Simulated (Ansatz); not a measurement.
# Worked example: Si–CH2⁺, doublet against Si–CH$_{2}$, triplet

Geometry (PBE0/def2-TZVP stationary point of a triplet), kept for both states (Si–CH2, triplet: A2; Si–CH2⁺, doublet: B1):

```tsv
atom	x (Å)	y (Å)	z (Å)
Si	0.0000	0.0000	0.6502
C	0.0000	0.0000	-1.2146
H	0.0000	-0.9068	-1.8218
H	0.0000	0.9068	-1.8218
```

Basis 6-31G; Ansatz 0.2.0. Correlated methods freeze the noble-gas cores. Prefix R: restricted or restricted open-shell reference; prefix U: unrestricted.

Full CI is exact within this basis and frozen core; it isn't the basis-set limit. The frozen core follows each run's orbitals, which can shift R against U totals by a few meV.

```json
{"level": "UHF", "E(Si–CH2, triplet) (hartree)": "-327.807305", "E(Si–CH2⁺, doublet) (hartree)": "-327.557853"}
{"level": "UMP2", "E(Si–CH2, triplet) (hartree)": "-327.907989", "E(Si–CH2⁺, doublet) (hartree)": "-327.662578"}
{"level": "UCCSD(T)", "E(Si–CH2, triplet) (hartree)": "-327.935121", "E(Si–CH2⁺, doublet) (hartree)": "-327.692311"}
{"level": "PBE", "E(Si–CH2, triplet) (hartree)": "-328.411649", "E(Si–CH2⁺, doublet) (hartree)": "-328.148069"}
{"level": "wB97M-V", "E(Si–CH2, triplet) (hartree)": "-328.572577", "E(Si–CH2⁺, doublet) (hartree)": "-328.316710"}
{"level": "full CI", "E(Si–CH2, triplet) (hartree)": "-327.935887", "E(Si–CH2⁺, doublet) (hartree)": "-327.693188"}
```

Problem. Give the vertical gap, Si–CH2⁺ doublet less Si–CH2 triplet, at each level in eV (1 hartree = 27.2114 eV), and each error against full CI.

Solution. full CI: (-327.693188 − (-327.935887)) × 27.2114 = 6.604 eV (the reference)
wB97M-V: (-328.316710 − (-328.572577)) × 27.2114 = 6.962 eV, error 0.358 eV
PBE: (-328.148069 − (-328.411649)) × 27.2114 = 7.172 eV, error 0.568 eV
UCCSD(T): (-327.692311 − (-327.935121)) × 27.2114 = 6.607 eV, error 0.003 eV
UMP2: (-327.662578 − (-327.907989)) × 27.2114 = 6.678 eV, error 0.074 eV
UHF: (-327.557853 − (-327.807305)) × 27.2114 = 6.788 eV, error 0.184 eV

Total energies of functionals can't be set beside those of wave-function methods, since they hold the core's correlation and their own absolute errors; only the differences compare.

The set has no polarisation functions, so the order and spacing of states can differ from the basis-set limit.

In so small a basis the reference is far from its limit while semilocal and hybrid functionals are nearer theirs, so the functionals' errors here hold much of the reference's basis and frozen-core error, which can add to them or hide them.

Each level lands on the state that its own search finds. T1 diagnostics of restricted CCSD: 0.018 and 0.018.
